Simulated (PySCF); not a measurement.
# AlSiH4Cl (SMILES [SiH3][AlH][Cl]): levels of theory compared

Wanted: a comparison of 5 runs (HF/STO-3G, HF/3-21G, HF/def2-SVP, B3LYP/6-31G*) of AlSiH4Cl. 

Program for the calculation: PySCF 2.14.0.

### 1 The system as given

AlSiH4Cl: 7 atoms, total charge 0, spin state singlet. As SMILES, `[SiH3][AlH][Cl]`. Geometry: relaxed at PBE0-D4/def2-TZVP.

Bond lengths: Si1–Al2 2.446 Å, Al2–Cl3 2.104 Å, Si1–H4 1.490 Å, Si1–H5 1.490 Å, Si1–H6 1.489 Å, Al2–H7 1.581 Å. Angles: Si1–Al2–Cl3 116.2°, Si1–Al2–H7 127.5°, Cl3–Al2–H7 116.3°, Al2–Si1–H4 110.2°, Al2–Si1–H5 110.2°, Al2–Si1–H6 112.2°, H4–Si1–H5 107.8°, H4–Si1–H6 108.2°, H5–Si1–H6 108.1°.

### 2 Energy and forces at HF/STO-3G (run 1)

run.py reads:

```python
from pyscf import gto

mol = gto.Mole()
mol.atom = '''
Si    -0.861200     0.582500    -0.311200
Al     1.094800    -0.612400     0.543100
Cl     1.783400    -2.223100    -0.622900
H     -2.012700    -0.351800    -0.455300
H     -0.567600     1.154700    -1.655100
H     -1.276600     1.696100     0.586300
H      1.901100    -0.314000     1.869500
'''
mol.basis = 'sto-3g'
mol.verbose = 4
mol.max_memory = 1860
mol.build()

mf = mol.RHF()
mf.conv_tol = 1e-10
mf.kernel()
if not mf.converged:
    mf = mf.newton().run(mf.mo_coeff, mf.mo_occ)

e_tot = mf.e_tot
print('E(%s) = %.9f' % ('HF', e_tot))
grad = mf.nuc_grad_method().kernel()
mf.analyze()
```

The run is started by

```console
$ OMP_NUM_THREADS=1 python run.py
```

Output:

```text
PySCF version 2.14.0

[... 74 lines left out ...]
Nuclear Repulsion Energy =             164.989917969609053
[... 6 lines left out ...]
MO #1   energy= -103.573762029628  occ= 2
[... 4 lines left out ...]
MO #6   energy= -7.71165745217481  occ= 2
[... 4 lines left out ...]
MO #11  energy= -3.95242201881996  occ= 2
[... 4 lines left out ...]
MO #16  energy= -0.957743318839198 occ= 2
[... 4 lines left out ...]
MO #21  energy= -0.390299086196629 occ= 2
[... 4 lines left out ...]
MO #26  energy= 0.313871503188186  occ= 0
[... 4 lines left out ...]
MO #31  energy= 0.654067440756829  occ= 0
[... 41 lines left out ...]
Dipole moment(X, Y, Z, Debye): -0.77570,  2.27167,  1.87948
```

Run time: 1.9 s. Hardware: 1 thread of Intel Xeon at 2.70GHz, shared host; peak memory 0.12 GiB.

### 3 Energy and gradient at HF/3-21G (run 2)

calc.py reads:

```python
import pyscf.grad
from pyscf import gto

system = gto.Mole()
system.atom = '''
Si      -0.861200       0.582500      -0.311200
Al       1.094800      -0.612400       0.543100
Cl       1.783400      -2.223100      -0.622900
H       -2.012700      -0.351800      -0.455300
H       -0.567600       1.154700      -1.655100
H       -1.276600       1.696100       0.586300
H        1.901100      -0.314000       1.869500
'''
system.basis = '3-21g'
system.verbose = 3
system.max_memory = 1860
system.charge = 0
system.build()

calc0 = system.RHF()
calc0.conv_tol = 1e-10
calc0.kernel()
if not calc0.converged:
    calc0 = calc0.newton().run(calc0.mo_coeff, calc0.mo_occ)

e_final = calc0.e_tot
print('E = %.10f Eh' % e_final)
grad = calc0.Gradients().kernel()
calc0.analyze()
```

The run is started by

```console
$ OMP_NUM_THREADS=1 python calc.py
```

Output:

```text
converged SCF energy = -987.654126173536
E = -987.6541261735 Eh
--------------- RHF gradients ---------------
         x                y                z
0 Si     0.0039823116    -0.0024227118     0.0017328629
1 Al     0.0120225613    -0.0268357188    -0.0187904485
2 Cl    -0.0129681143     0.0281585772     0.0192834332
3 H     0.0000907623     0.0006200089    -0.0002534821
4 H    -0.0005947621    -0.0000977193     0.0003304929
5 H    -0.0009536042     0.0002781937    -0.0007959168
6 H    -0.0015791547     0.0002993701    -0.0015069416
----------------------------------------------
**** MO energy ****
MO #1   energy= -104.089276225152  occ= 2
MO #2   energy= -68.2904669160329  occ= 2
MO #3   energy= -58.1156647145643  occ= 2
MO #4   energy= -10.4837778525224  occ= 2
MO #5   energy= -7.94683205974059  occ= 2
MO #6   energy= -7.94375272542833  occ= 2
MO #7   energy= -7.94340945169747  occ= 2
MO #8   energy= -6.10643646740825  occ= 2
MO #9   energy= -4.92660983653585  occ= 2
MO #10  energy= -4.20172623048726  occ= 2
MO #11  energy= -4.20161501684955  occ= 2
MO #12  energy= -4.20144168048745  occ= 2
MO #13  energy= -3.23011283890077  occ= 2
MO #14  energy= -3.22896323921154  occ= 2
MO #15  energy= -3.22819617966143  occ= 2
MO #16  energy= -1.08517644314026  occ= 2
MO #17  energy= -0.741734153486381 occ= 2
MO #18  energy= -0.580823516971728 occ= 2
MO #19  energy= -0.500027820364872 occ= 2
MO #20  energy= -0.490643125368391 occ= 2
MO #21  energy= -0.479860763163242 occ= 2
MO #22  energy= -0.467480459070039 occ= 2
MO #23  energy= -0.466556424358633 occ= 2
MO #24  energy= -0.387708542501801 occ= 2
MO #25  energy= 0.0183093120148998 occ= 0
MO #26  energy= 0.100322383873715  occ= 0
MO #27  energy= 0.114705782401968  occ= 0
MO #28  energy= 0.182223798482157  occ= 0
MO #29  energy= 0.19005937145416   occ= 0
MO #30  energy= 0.232458520975317  occ= 0
MO #31  energy= 0.236015642690367  occ= 0
MO #32  energy= 0.318375634477127  occ= 0
MO #33  energy= 0.334633482386214  occ= 0
MO #34  energy= 0.371228172109773  occ= 0
MO #35  energy= 0.398654900445902  occ= 0
MO #36  energy= 0.480150843591432  occ= 0
MO #37  energy= 0.491284910749403  occ= 0
MO #38  energy= 0.503927108563137  occ= 0
MO #39  energy= 0.666989241813762  occ= 0
MO #40  energy= 0.80229731522218   occ= 0
MO #41  energy= 0.837909282528299  occ= 0
MO #42  energy= 0.895137995690105  occ= 0
MO #43  energy= 0.952115564570267  occ= 0
MO #44  energy= 1.32498705770188   occ= 0
MO #45  energy= 1.347614269663     occ= 0
MO #46  energy= 1.36053777077719   occ= 0
MO #47  energy= 1.40194918543799   occ= 0
 ** Mulliken atomic charges  **
charge of    0Si =      0.15280
charge of    1Al =      0.57188
charge of    2Cl =     -0.35921
charge of    3H =     -0.07563
charge of    4H =     -0.07569
charge of    5H =     -0.08117
charge of    6H =     -0.13299
Dipole moment(X, Y, Z, Debye): -0.74340,  1.94647,  1.51512
```

Run time: 2.6 s. Hardware: 1 thread of Intel Xeon at 2.70GHz, shared host; peak memory 0.12 GiB.

Runs 3 to 4 aren't shown in full; the table further down has their settings and results.

### 4 Energy and forces at B3LYP/6-31G(d) (Cartesian functions) (run 5)

calc.py reads:

```python
# [SiH3][AlH][Cl]
import pyscf.grad
from pyscf import gto, dft

mol = gto.Mole()
mol.atom = [
    ('Si', (-0.861200, 0.582500, -0.311200)),
    ('Al', (1.094800, -0.612400, 0.543100)),
    ('Cl', (1.783400, -2.223100, -0.622900)),
    ('H', (-2.012700, -0.351800, -0.455300)),
    ('H', (-0.567600, 1.154700, -1.655100)),
    ('H', (-1.276600, 1.696100, 0.586300)),
    ('H', (1.901100, -0.314000, 1.869500)),
]
mol.cart = True
mol.charge = 0
mol.verbose = 4
mol.max_memory = 1860
mol.basis = '6-31g*'
mol.build()

myscf = dft.RKS(mol, xc='b3lyp')
myscf.grids.level = 5
myscf.conv_tol = 1e-10
myscf.kernel()
if not myscf.converged:
    myscf = myscf.newton().run(myscf.mo_coeff, myscf.mo_occ)

etot = myscf.e_tot
print('Final energy', etot)
grad = myscf.Gradients().kernel()
myscf.analyze()
```

The run is started by

```console
$ OMP_NUM_THREADS=1 python calc.py
```

Output:

```text
PySCF version 2.14.0

[... 74 lines left out ...]
converged SCF energy = -994.586877884477
[... 25 lines left out ...]
MO #2   energy= -66.1249993614927  occ= 2
[... 8 lines left out ...]
MO #11  energy= -3.63794431356481  occ= 2
[... 8 lines left out ...]
MO #20  energy= -0.358433493273841 occ= 2
[... 8 lines left out ...]
MO #29  energy= 0.0602986666623039 occ= 0
[... 8 lines left out ...]
MO #38  energy= 0.248199300893049  occ= 0
[... 8 lines left out ...]
MO #47  energy= 0.56234424332056   occ= 0
[... 8 lines left out ...]
MO #56  energy= 0.936255678075592  occ= 0
[... 8 lines left out ...]
MO #65  energy= 4.25783657624017   occ= 0
[... 75 lines left out ...]
Dipole moment(X, Y, Z, Debye): -0.53833,  1.16769,  0.79929
```

Run time: 23 s. Hardware: 1 thread of Intel Xeon at 2.70GHz, shared host; peak memory 0.65 GiB.

### 5 The series

```csv
run,level,integration grid,Cartesian functions,energy (Eh),dipole moment (D),HOMO energy (eV),LUMO energy (eV),wall time
1,HF/STO-3G,–,no,-981.612122,3.05,-7.96,7.36,1.9 s
2,HF/3-21G,–,no,-987.654126,2.58,-10.55,0.50,2.6 s
3,HF/def2-SVP,–,no,-992.426422,1.36,-10.41,0.86,4.5 s
4,B3LYP/6-31G* (spherical functions),5,no,-994.580351,1.51,-7.57,-2.12,23 s
5,B3LYP/6-31G* (Cartesian functions),5,yes,-994.586878,1.51,-7.57,-2.11,23 s
```

### 6 Summary of results

| quantity | value |
| --- | --- |
| run 5: total energy | -994.58688 Eh |
| run 5: dipole moment | 1.51 D |
| run 5: HOMO energy | -7.57 eV |
| run 5: LUMO energy | -2.11 eV |
| run 5: HOMO–LUMO gap | 5.45 eV |
| run 5: largest force on an atom | 0.361 eV/Å |

In words: The dipole moment (its size) runs from 1.36 D (HF/def2-SVP) to 3.05 D (HF/STO-3G). The HOMO–LUMO gap runs from 5.45 eV (B3LYP/6-31G*) to 15.33 eV (HF/STO-3G). The two ends differ in method and basis. In run 1 the basis is minimal, so the values are rough. All runs together took 55 s, the longest 23 s.
